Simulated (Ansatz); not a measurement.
## What a trial cell of Nb2W relaxes into

All numbers below come from DFT PBE, scalar-relativistic, plane waves, PAW in Ansatz. Cutoff 420 eV, Γ-centred k mesh, Gaussian smearing, no spin polarisation in the final step.

The start is a random cell of Nb2W with space group P4_2/mnm (No. 136), drawn with lower limits on the distances.

```
Nb W
1.0
     5.60623    0.00000    0.00000
     0.00000    5.60623    0.00000
     0.00000    0.00000    3.66026
Nb W
4 2
Direct
  0.25000 0.25000 0.00000
  0.75000 0.75000 0.00000
  0.75000 0.25000 0.50000
  0.25000 0.75000 0.50000
  0.50000 0.50000 0.00000
  0.00000 0.00000 0.50000
```

Cell and atoms relax at zero pressure; the relaxation can't lower the symmetry of the start. After a coarse first stage the cell is made exact in the group found at 0.06 Å.

The zero of energy is the elements' standard structures at the same level; no fitted shifts are applied.

Problem. Describe the relaxed structure.

Solution. It keeps P4_2/mnm (No. 136). Conventional cell: a = 6.659 Å, c = 2.973 Å. Nb is coordinated by 3 W at 2.54–2.63 Å and 2 Nb at 2.97 Å; W is coordinated by 6 Nb at 2.54–2.63 Å and 2 W at 2.97 Å.

```xyz
6
Lattice="6.6588 0.0000 0.0000 0.0000 6.6588 0.0000 0.0000 0.0000 2.9732" Properties=species:S:1:pos:R:3 pbc="T T T"
Nb    1.5362    1.5362    0.0000
Nb    5.1226    5.1226    0.0000
Nb    4.8656    1.7932    1.4866
Nb    1.7932    4.8656    1.4866
W     3.3294    3.3294    0.0000
W     0.0000    0.0000    1.4866
```

Problem. What are its volume, energy, density and gap?

Solution. The volume per atom is 21.97 Å³ and the density is 9.31 g/cm³. The energy over the elements is 1.13 eV/atom and the gap on the 6×6×12 mesh is 0 eV (a metal).

The final run used a 6×6×12 mesh on its 6-atom cell and 0.10 eV smearing. For metals, differences of a few meV/atom aren't resolved. Spin–orbit coupling is left out. A structure relaxed within its symmetry needn't be a true minimum.

Cost: 2 runs of about 1.7 core-minutes in all, on Intel Xeon 6975P-C (Granite Rapids) (shared hosts).